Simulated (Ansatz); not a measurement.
**Antifluorite Mg2Ge**

All values below come from LDA in Ansatz (plane waves, PAW).

Settings: plane-wave cutoff 520 eV, 10×10×10 k mesh, Fermi–Dirac smearing 0.01 eV, scalar-relativistic PAW data made under PBE.

Cell: measured lattice: a = b = c = 6.3849 Å, α = β = γ = 90.00°.

```yaml
band_gap: 0.14 eV (indirect)
smallest_direct_gap_on_the_k_points_sampled: 0.89 eV
```

Measured, for comparison: band gap 0.74 eV (temperature not stated, not corrected to a static lattice, indirect, Γ–X; as tabulated in Ryu et al. (2019), arXiv:1905.06140).

Note: cell and atoms aren't relaxed at this level (pressure -2.4 GPa).

Spin–orbit coupling is not included.

The computed numbers hold no vibrational or temperature effects.

Ansatz is a quantum-chemistry and plane-wave program.
